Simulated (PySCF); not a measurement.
Computed with ωB97X-D3(BJ)/def2-TZVP // PBE0-D3(BJ)/def2-TZVP (PySCF). Gas-phase values, no solvent. 

Reference species (SMILES): `[SiH3]` (neutral, multiplicity 2).

The dipole moment is 0.02 D.

Changed species: `[C](C)=O` (radical fragment; the reference has radical fragment).

Problem. Predict the effect on the dipole moment.

Solution. the dipole moment rises by 2.58 D, to 2.60 D.
